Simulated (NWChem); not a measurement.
**AlH3S (SMILES [AlH2][SH]) at 6 levels**

Wanted: a comparison of 6 runs (BLYP/def2-TZVP, B2PLYP/def2-TZVP, B3LYP/def2-TZVP, CAM-B3LYP/def2-TZVP, M06-L/def2-TZVP, TPSS/def2-TZVP) of AlH3S. 

The results are computed with NWChem 7.3.0.

## Step 1: The structure to begin with

The species is AlH3S (5 atoms), meant as a singlet with charge 0. As SMILES, `[AlH2][SH]`. Geometry: relaxed at PBE0-D4/def2-TZVP.

Bond lengths: Al1–S2 2.181 Å, Al1–H3 1.579 Å, Al1–H4 1.581 Å, S2–H5 1.344 Å. Angles: Al1–S2–H5 93.7°, S2–Al1–H3 116.5°, S2–Al1–H4 118.9°, H3–Al1–H4 124.6°.

## Step 2: Energy and forces at BLYP/def2-TZVP (run 1)

The input, run.py:

```python
from ase import Atoms
from ase.calculators.nwchem import NWChem

atoms = Atoms(['Al', 'S', 'H', 'H', 'H'], positions=[
    [-0.616100, -0.064200, -0.181700],
    [1.129100, -0.343100, 1.096600],
    [-1.981700, -0.650100, 0.351100],
    [-0.441100, 0.696000, -1.556400],
    [1.959700, 0.287800, 0.249000],
])

calc = NWChem(
    label='a',
    theory='dft',
    memory='2200 mb',
    basis='def2-TZVP',
    basispar='spherical bse',
    dft={'xc': 'becke88 lyp', 'mult': '1', 'grid': 'fine', 'convergence': 'energy 1e-08', 'iterations': '100', 'mulliken': None, 'print': 'low'},
)
atoms.calc = calc

forces = atoms.get_forces()
e = atoms.get_potential_energy()
print(f"E = {e:.6f} eV")
print("forces (eV/A):")
for s, f in zip(atoms.symbols, forces):
    print(f"{s:2s} {f[0]:10.5f} {f[1]:10.5f} {f[2]:10.5f}")
```

Started as:

```console
$ export ASE_NWCHEM_COMMAND="nwchem PREFIX.nwi > PREFIX.nwo"
$ python run.py
```

Log:

```text
E = -17482.386734 eV
forces (eV/A):
Al   -0.24004    0.03744   -0.17442
S     0.10572   -0.16003    0.35044
H    -0.04006   -0.01538    0.01234
H    -0.01239    0.01954   -0.04237
H     0.18676    0.11848   -0.14599
```

The calculator wrote a.nwi:

```
title "a"

permanent_dir a

scratch_dir a

start a

geometry units angstrom nocenter noautosym noautoz
  Al -6.1609999999999998e-01 -6.4199999999999993e-02 -1.8170000000000000e-01
  S  1.1291000000000000e+00 -3.4310000000000002e-01 1.0966000000000000e+00
  H  -1.9817000000000000e+00 -6.5010000000000001e-01 3.5110000000000002e-01
  H  -4.4109999999999999e-01 6.9599999999999995e-01 -1.5564000000000000e+00
  H  1.9597000000000000e+00 2.8780000000000000e-01 2.4900000000000000e-01
end

memory 2200 mb

basis spherical bse noprint
   * library def2-TZVP
end

dft
  xc becke88 lyp
  mult 1
  grid fine
  convergence energy 1e-08
  iterations 100
  mulliken
  print low
end

task dft gradient
```

a.nwo:

```text
Northwest Computational Chemistry Package (NWChem) 7.3.0
             --------------------------------------------------------

           Job information
           ---------------

    nwchem branch   = 7.3.0
    use scalapack   = T
    input           = a.nwi
    prefix          = a.
    data base       = a/a.db
    status          = startup
    nproc           =        1

           Memory information
           ------------------

    heap     =     72089596 doubles =      550.0 Mbytes
    stack    =     72089601 doubles =      550.0 Mbytes
    global   =    144179200 doubles =     1100.0 Mbytes (distinct from heap & stack)
    total    =    288358397 doubles =     2200.0 Mbytes
    verify   = yes
    hardfail = no

[... 37 lines left out ...]
            Nuclear Dipole moment (a.u.)
[... 66 lines left out ...]
   convergence    iter        energy       DeltaE   RMS-Dens  Diis-err    time
[... 13 lines left out ...]
         Total DFT energy =     -642.465867732425
      One electron energy =    -1036.109971838738
           Coulomb energy =      365.279590975427
    Exchange-Corr. energy =      -45.450391947185
 Nuclear repulsion energy =       73.814905078071
[... 29 lines left out ...]
                         DFT ENERGY GRADIENTS

    atom               coordinates                        gradient
                 x          y          z           x          y          z
   1 Al     -1.164260  -0.121320  -0.343363    0.004668  -0.000728   0.003392
   2 S       2.133690  -0.648365   2.072274   -0.002056   0.003112  -0.006815
   3 H      -3.744870  -1.228511   0.663483    0.000779   0.000299  -0.000240
   4 H      -0.833558   1.315249  -2.941170    0.000241  -0.000380   0.000824
   5 H       3.703296   0.543863   0.470542   -0.003632  -0.002304   0.002839

 Task  times  cpu:       15.4s     wall:       15.4s
 Total times  cpu:       15.5s     wall:       15.5s
```

Wall time 17 s (1 thread of AMD EPYC 9R14 (Zen 4), shared host); peak memory 0.13 GiB.

## Step 3: A single-point energy at B2PLYP/def2-TZVP (run 2)

The input, a.nw:

```
START a
TITLE "AlH3S B2PLYP"
memory 2200 mb

GEOMETRY units angstrom noautosym nocenter noautoz
   Al    -0.616100    -0.064200    -0.181700
   S      1.129100    -0.343100     1.096600
   H     -1.981700    -0.650100     0.351100
   H     -0.441100     0.696000    -1.556400
   H      1.959700     0.287800     0.249000
END

BASIS spherical bse
   * library def2-TZVP
END

DFT
   xc hfexch 0.53 becke88 0.47 lyp 0.73 mp2 0.27
   dftmp2 semidirect
   grid fine
   convergence energy 1e-08
   iterations 100
   mulliken
END

MP2
   freeze core 10
END

TASK dft
```

Started as:

```console
$ nwchem a.nw > a.out
```

Log:

```text
[...]
          Wavefunction type:  closed shell.
          No. of atoms     :     5
          No. of electrons :    32
[...]
          Charge           :     0
          Spin multiplicity:     1
[...]
          AO basis - number of functions:    92
[...]
              XC Information
              --------------
                     Hartree-Fock (Exact) Exchange  0.530
                    Becke 1988 Exchange Functional  0.470
              Lee-Yang-Parr Correlation Functional  0.730
[...]
 d= 0,ls=0.0,diis     1   -642.1079235619 -7.16D+02  4.02D-03  3.10D-01     1.3
[...]
 d= 0,ls=0.0,diis     8   -642.1352950480 -2.29D-09  5.04D-07  6.44D-09     8.2
         Total DFT energy =     -642.135295048002
      One electron energy =    -1036.061207004717
           Coulomb energy =      365.262646472307
    Exchange-Corr. energy =      -45.151639593664
 Nuclear repulsion energy =       73.814905078071
[...]
      Total Density - Mulliken Population Analysis
     ---------------------------------------------
    Atom       Charge   Shell Charges
 -----------   ------   -------------------------------------------------------
    1 Al  13    12.57   2.00  0.64  1.33  0.82  0.24  2.94  2.23  0.86  0.95  0.27  0.12  0.12  0.04
    2 S   16    16.35   2.01  0.48  1.48  1.08  0.76  4.19  1.67  0.93  2.38  1.29  0.02  0.05  0.00
    3 H    1     1.12   0.23  0.54  0.34  0.01
    4 H    1     1.12   0.23  0.54  0.34  0.01
    5 H    1     0.85   0.24  0.47  0.11  0.03
[...]
  Basis functions       =     92
[...]
```

It took 11 s on 1 thread of AMD EPYC 9R14 (Zen 4), shared host; peak memory 0.18 GiB.

Runs 3 to 5 aren't shown in full; the table further down has their settings and results.

## Step 4: Energy and forces at TPSS/def2-TZVP (run 6)

The input, alh3s.xyz:

```xyz
5
AlH3S TPSS
Al    -0.616100    -0.064200    -0.181700
S      1.129100    -0.343100     1.096600
H     -1.981700    -0.650100     0.351100
H     -0.441100     0.696000    -1.556400
H      1.959700     0.287800     0.249000
```

The input, run.py:

```python
from ase.io import read
from ase.calculators.nwchem import NWChem

system = read('alh3s.xyz')

calc = NWChem(
    label='alh3s',
    theory='dft',
    memory='2200 mb',
    basis='def2-TZVP',
    basispar='spherical bse',
    dft={'xc': 'xtpss03 ctpss03', 'mult': '1', 'grid': 'fine', 'convergence': 'energy 1e-08', 'iterations': '100', 'mulliken': None},
)
system.calc = calc

forces = system.get_forces()
print(f"energy = {system.get_potential_energy():.6f} eV")
print("forces (eV/A):")
for s, f in zip(system.symbols, forces):
    print(f"{s:2s} {f[0]:10.5f} {f[1]:10.5f} {f[2]:10.5f}")
print("dipole (e A):", system.get_dipole_moment().round(4))
```

Started as:

```console
$ export ASE_NWCHEM_COMMAND="nwchem PREFIX.nwi > PREFIX.nwo"
$ python run.py
```

Log:

```text
energy = -17483.859392 eV
forces (eV/A):
Al   -0.14295    0.01959   -0.09894
S     0.07472   -0.06520    0.15637
H    -0.00098    0.00087   -0.00195
H    -0.00674   -0.00051   -0.00175
H     0.07595    0.04520   -0.05368
dipole (e A): [ 0.007   0.0896 -0.1678]
```

The calculator wrote alh3s.nwi:

```
title "alh3s"

permanent_dir alh3s

scratch_dir alh3s

start alh3s

geometry units angstrom nocenter noautosym noautoz
  Al -6.1609999999999998e-01 -6.4199999999999993e-02 -1.8170000000000000e-01
  S  1.1291000000000000e+00 -3.4310000000000002e-01 1.0966000000000000e+00
  H  -1.9817000000000000e+00 -6.5010000000000001e-01 3.5110000000000002e-01
  H  -4.4109999999999999e-01 6.9599999999999995e-01 -1.5564000000000000e+00
  H  1.9597000000000000e+00 2.8780000000000000e-01 2.4900000000000000e-01
end

memory 2200 mb

basis spherical bse noprint
   * library def2-TZVP
end

dft
  xc xtpss03 ctpss03
  mult 1
  grid fine
  convergence energy 1e-08
  iterations 100
  mulliken
end

task dft gradient
```

alh3s.nwo:

```text
Northwest Computational Chemistry Package (NWChem) 7.3.0
             --------------------------------------------------------

           Job information
           ---------------

    nwchem branch   = 7.3.0
    use scalapack   = T
    input           = alh3s.nwi
    prefix          = alh3s.
    data base       = alh3s/alh3s.db
    status          = startup
    nproc           =        1

           Memory information
           ------------------

    heap     =     72089598 doubles =      550.0 Mbytes
    stack    =     72089595 doubles =      550.0 Mbytes
    global   =    144179200 doubles =     1100.0 Mbytes (distinct from heap & stack)
    total    =    288358393 doubles =     2200.0 Mbytes
    verify   = yes
    hardfail = no

[... 96 lines left out ...]
  convergence criterion.
[... 36 lines left out ...]
          Spatial weights used:  Erf1
[... 74 lines left out ...]
         Total DFT energy =     -642.519986915609
[... 3 lines left out ...]
 Nuclear repulsion energy =       73.814905078071
[... 730 lines left out ...]
          Convergence on gradient requested:  5.00D-04
[... 23 lines left out ...]
          total energy or number of iterations.
[... 28 lines left out ...]
    atom               coordinates                        gradient
                 x          y          z           x          y          z
   1 Al     -1.164260  -0.121320  -0.343363    0.002780  -0.000381   0.001924
   2 S       2.133690  -0.648365   2.072274   -0.001453   0.001268  -0.003041
   3 H      -3.744870  -1.228511   0.663483    0.000019  -0.000017   0.000038
   4 H      -0.833558   1.315249  -2.941170    0.000131   0.000010   0.000034
   5 H       3.703296   0.543863   0.470542   -0.001477  -0.000879   0.001044

                 ----------------------------------------
                 |  Time  |  1-e(secs)   |  2-e(secs)   |
                 ----------------------------------------
                 |  CPU   |       0.01   |       4.55   |
                 ----------------------------------------
                 |  WALL  |       0.01   |       4.55   |
                 ----------------------------------------

 Task  times  cpu:       17.9s     wall:       17.9s
 Total times  cpu:       18.0s     wall:       18.0s
```

Run time: 19 s. Hardware: 1 thread of AMD EPYC 9R14 (Zen 4), shared host; peak memory 0.13 GiB.

## Step 5: Overview of the runs

```
run                level      task  frozen core orbitals  energy (Eh)  largest force (eV/Å)  wall time
  1       BLYP/def2-TZVP  gradient                     –  -642.465868                 0.399       17 s
  2     B2PLYP/def2-TZVP    energy                    10  -642.219166                     –       11 s
  3      B3LYP/def2-TZVP  gradient                     –  -642.515945                 0.193       15 s
  4  CAM-B3LYP/def2-TZVP  gradient                     –  -642.483910                 0.144       50 s
  5      M06-L/def2-TZVP  gradient                     –  -642.462233                 0.191       21 s
  6       TPSS/def2-TZVP  gradient                     –  -642.519987                 0.185       19 s
```

## Step 6: Outcome

| quantity | value |
| --- | --- |
| run 6: total energy | -642.51999 Eh |
| run 6: dipole moment | 0.91 D |
| run 6: HOMO energy | -6.77 eV |
| run 6: LUMO energy | -1.98 eV |
| run 6: HOMO–LUMO gap | 4.79 eV |
| run 6: largest force on an atom | 0.185 eV/Å |

In words: Over runs 2, 3, 4, 5, 6 the dipole moment (its size) runs from 0.91 D (TPSS/def2-TZVP) to 1.04 D (B2PLYP/def2-TZVP). A double hybrid's value is that of its SCF part. Over runs 2, 3, 4, 5, 6 the HOMO–LUMO gap runs from 4.79 eV (TPSS/def2-TZVP) to 8.66 eV (CAM-B3LYP/def2-TZVP). Totals of different functionals can't be ranked against each other. All runs together took 2.2 min, the longest 50 s.
